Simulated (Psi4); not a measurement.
# C2H4Si (SMILES C#C[SiH3]): MP2/6-311+G(d,p)

What is the vertical ionisation energy of C2H4Si at MP2/6-311+G**? 

Program for the calculation: Psi4 1.11.

## Step 1: The system as given

C2H4Si has 7 atoms, charge 0, and is taken as a singlet. SMILES: `C#C[SiH3]`. The shape is that of a PBE0-D4/def2-TZVP optimisation.

Bond lengths: C1–C2 1.206 Å, C2–Si3 1.823 Å, C1–H4 1.066 Å, Si3–H5 1.483 Å, Si3–H6 1.483 Å, Si3–H7 1.483 Å. Angles: C1–C2–Si3 180.0°, C2–C1–H4 180.0°, C2–Si3–H5 109.3°, C2–Si3–H6 109.3°, C2–Si3–H7 109.3°, H5–Si3–H6 109.6°, H5–Si3–H7 109.6°, H6–Si3–H7 109.6°.

## Step 2: A single-point energy at MP2/6-311+G(d,p)

File c2h4si.py:

```python
import psi4

psi4.set_memory(1600000000)
psi4.set_num_threads(1)
psi4.core.set_output_file('output.dat', False)

m = psi4.geometry("""
0 1
C     -0.580700    -1.871400     0.172200
C     -0.218500    -0.726500     0.062400
Si     0.329800     1.004300    -0.103800
H     -0.901000    -2.883500     0.269300
H     -0.094500     1.528300    -1.425000
H     -0.281700     1.818100     0.974900
H      1.807900     1.062900     0.004400
symmetry c1
""")

psi4.set_options({
    'puream': True,
    'e_convergence': 1e-09,
    'd_convergence': 1e-08,
    'scf_type': 'pk',
    'num_frozen_docc': 7,
    'mp2_type': 'conv',
})

result = psi4.energy('mp2/6-311+G**', molecule=m)
print(f'mp2/6-311+G** energy: {result:.10f} Eh')
```

On the command line:

```sh
python c2h4si.py
```

output.dat, shortened:

```text
[...]
  Running in c1 symmetry.
[...]
  Nuclear repulsion =   83.047890735857266
[...]
  Multiplicity = 1
[...]
  Nalpha       = 15
  Nbeta        = 15
[...]
    Number of basis functions: 98
[...]
   @RHF iter   1:  -366.87691770202980   -9.65023e-01   3.71742e-03 ADIIS/DIIS
[...]
   @RHF iter  10:  -366.96076446838640   -2.05773e-11   4.70008e-09 DIIS
[...]
    Orbital Energies [Eh]
    ---------------------
    Doubly Occupied:
       1A    -68.795126     2A    -11.247274     3A    -11.224825
       4A     -6.141122     5A     -4.248674     6A     -4.247993
       7A     -4.247992     8A     -1.031970     9A     -0.783908
      10A     -0.716044    11A     -0.559952    12A     -0.500848
      13A     -0.500826    14A     -0.405054    15A     -0.405051
[...]
  @RHF Final Energy:  -366.96076446838640
   => Energetics <=
    Nuclear Repulsion Energy =             83.0478907358572656
    One-Electron Energy =                -669.9039893796502838
    Two-Electron Energy =                 219.8953341754066741
    Total Energy =                       -366.9607644683864009
[...]
 Multipole Moments:
 ------------------------------------------------------------------------------------
     Multipole            Electronic (a.u.)      Nuclear  (a.u.)        Total (a.u.)
 ------------------------------------------------------------------------------------
 L = 1.  Multiply by 2.5417464519 to convert [e a0] to [Debye]
 Dipole X            :         -0.5429941            0.4931733           -0.0498207
 Dipole Y            :         -1.7140898            1.5559807           -0.1581091
 Dipole Z            :          0.1649158           -0.1496803            0.0152354
 Magnitude           :                                                    0.1664714
[...]
	SCS-MP2 Total Energy (a.u.)        :  -367.33528269922317
	SOS-MP2 Total Energy (a.u.)        :  -367.30844267207544
	SCSN-MP2 Total Energy (a.u.)       :  -367.10247981172620
[...]
	SOS-PI-MP2 Total Energy (a.u.)     :  -367.36638903935693
[...]
	MP2 Total Energy (a.u.)            :  -367.33101638623702
[...]
```

On the terminal:

```text
mp2/6-311+G** energy: -367.3310163862 Eh
```

Run time: 5.1 s. Hardware: 1 thread of Intel Xeon 6975P-C (Granite Rapids), shared host; peak memory 0.56 GiB.

## Step 3: The doublet cation

File input.json:

```json
{
 "schema_name": "qcschema_input",
 "schema_version": 1,
 "molecule": {
  "schema_name": "qcschema_molecule",
  "schema_version": 2,
  "symbols": ["C", "C", "Si", "H", "H", "H", "H"],
  "geometry": [-1.09736396, -3.53643347, 0.32541084, -0.41290516, -1.37288603, 0.11791891, 0.62323168, 1.89785195, -0.19615357, -1.70264324, -5.44902528, 0.50890325, -0.17857912, 2.88806844, -2.69285973, -0.53233585, 3.43571107, 1.842294, 3.41643586, 2.0085899, 0.00831479],
  "molecular_charge": 1,
  "molecular_multiplicity": 2,
  "fix_symmetry": "c1"
 },
 "driver": "energy",
 "model": {
  "method": "mp2",
  "basis": "6-311+G**"
 },
 "keywords": {
  "reference": "uhf",
  "puream": true,
  "e_convergence": 1e-09,
  "d_convergence": 1e-08,
  "scf_type": "pk",
  "num_frozen_docc": 7,
  "mp2_type": "conv",
  "maxiter": 200
 }
}
```

On the command line:

```sh
psi4 --qcschema input.json -n 1 --memory 1600MB
```

stdout, shortened:

```text
[...]
  Running in c1 symmetry.
[...]
  Nuclear repulsion =   83.047890723121355
[...]
  Multiplicity = 2
[...]
  Nalpha       = 15
  Nbeta        = 14
[...]
    Number of basis functions: 98
[...]
   @UHF iter   1:  -366.46655924542478   -5.54660e-01   3.40641e-03 ADIIS/DIIS
[...]
   @UHF iter  21:  -366.61131359929988   -1.81899e-12   4.80471e-09 DIIS
[...]
   @S^2 Observed:                7.554516767E-01
[...]
  @UHF Final Energy:  -366.61131359929988
   => Energetics <=
    Nuclear Repulsion Energy =             83.0478907231213554
    One-Electron Energy =                -662.3037751342310457
    Two-Electron Energy =                 212.6445708118098707
    Total Energy =                       -366.6113135992998195
  UHF NO Occupations:
  HONO-2 :   13  A 1.9992836
  HONO-1 :   14  A 1.9989535
[...]
 Multipole Moments:
 ------------------------------------------------------------------------------------
     Multipole            Electronic (a.u.)      Nuclear  (a.u.)        Total (a.u.)
 ------------------------------------------------------------------------------------
 L = 1.  Multiply by 2.5417464519 to convert [e a0] to [Debye]
 Dipole X            :         -1.0383957            0.4931733           -0.5452223
 Dipole Y            :         -3.2566654            1.5559807           -1.7006847
 Dipole Z            :          0.2842434           -0.1496803            0.1345630
 Magnitude           :                                                    1.7910062
[...]
	SCS-MP2 Total Energy (a.u.)        :  -366.93269461182643
	SOS-MP2 Total Energy (a.u.)        :  -366.91159145846370
	SCSN-MP2 Total Energy (a.u.)       :  -366.72273824905511
[...]
	SOS-PI-MP2 Total Energy (a.u.)     :  -366.96163776832435
[...]
	MP2 Total Energy (a.u.)            :  -366.92485460869125
[...]
```

The result, in JSON:

```text
{
 "driver": "energy",
 "model": {
  "method": "mp2",
  "basis": "6-311+G**"
 },
 "success": true,
 "return_result": -366.92485460869125,
 "properties": {
  "calcinfo_nbasis": 98,
  "calcinfo_nmo": 98,
  "calcinfo_nalpha": 15,
  "calcinfo_nbeta": 14,
  "calcinfo_natom": 7,
  "nuclear_repulsion_energy": 83.04789072312136,
  "return_energy": -366.92485460869125,
  "scf_one_electron_energy": -662.303775134231,
  "scf_two_electron_energy": 212.64457081180987,
  "scf_dipole_moment": [-0.545222349089685, -1.7006847189357783, 0.13456303799771274],
  "scf_total_energy": -366.6113135992999,
  "scf_iterations": 21,
  "mp2_same_spin_correlation_energy": -0.06330946008820015,
  "mp2_opposite_spin_correlation_energy": -0.2502315493031913,
  "mp2_singles_energy": 0.0,
  "mp2_doubles_energy": -0.31354100939139146,
  "mp2_correlation_energy": -0.31354100939137197,
  "mp2_total_energy": -366.92485460869125
 }
}
```

It took 7.2 s on 1 thread of Intel Xeon 6975P-C (Granite Rapids), shared host; peak memory 0.56 GiB.

## Step 4: What came out

At MP2/6-311+G**, 7 core orbitals frozen:

| quantity | value |
| --- | --- |
| singlet C2H4Si: total energy | -367.33102 Eh |
| singlet C2H4Si: HOMO energy (Hartree–Fock orbitals) | -11.02 eV |
| singlet C2H4Si: LUMO energy (Hartree–Fock orbitals) | 1.40 eV |
| singlet C2H4Si: HOMO–LUMO gap (Hartree–Fock orbitals) | 12.42 eV |
| singlet C2H4Si: correlation energy (7 core orbitals frozen) | -370.3 mEh |
| doublet cation: total energy | -366.92485 Eh |
| doublet cation: HOMO energy (Hartree–Fock orbitals) (highest over α and β) | -17.94 eV |
| doublet cation: LUMO energy (Hartree–Fock orbitals) (lowest over α and β) | -8.14 eV |
| doublet cation: correlation energy (7 core orbitals frozen) | -313.5 mEh |
| doublet cation: ⟨S²⟩ of the reference determinant | 0.755 |
| vertical ionisation energy (to the doublet cation) | 11.052 eV |

The vertical ionisation energy comes to 11.05 eV (1066 kJ/mol).
